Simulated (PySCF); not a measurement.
CHO, SMILES [CH]=O, multiplicity 2. Atoms are numbered in the order given.

```xyz
3

C     -0.1728    -0.5577     0.0000
O      0.0536     0.5890     0.0000
H      0.6079    -1.3663     0.0000
```
Charge 0, spin multiplicity 2.

The structure is a stationary point at PBE0-D3(BJ)/def2-TZVPD. The isomer is the one that the SMILES or the coordinates give; other isomers of the formula were not compared.

Two levels are set side by side: PBE/pcH-1 (PySCF) and B3LYP/pcH-1 (PySCF). Contact hyperfine couplings, same geometry. Differences are taken from unrounded values.

| quantity | PBE |
|---|---|
| A(iso) of 13C, atom C1 (MHz) | 388.8 |
| A(iso) of 17O, atom O2 (MHz) | -22.4 |
| A(iso) of 1H, atom H3 (MHz) | 359.3 |

Problem. These are the PBE values. What does B3LYP give? (The exact figures need the calculation; the answer reports its results.)

Solution. 
```csv
quantity,B3LYP,PBE minus B3LYP
"A(iso) of 13C, atom C1 (MHz)",406.4,-17.6
"A(iso) of 17O, atom O2 (MHz)",-34.4,12.1
"A(iso) of 1H, atom H3 (MHz)",380.2,-20.9
```

Rough cost on one machine, each run with all the roots and properties that it gave: B3LYP against PBE within a factor of 2.
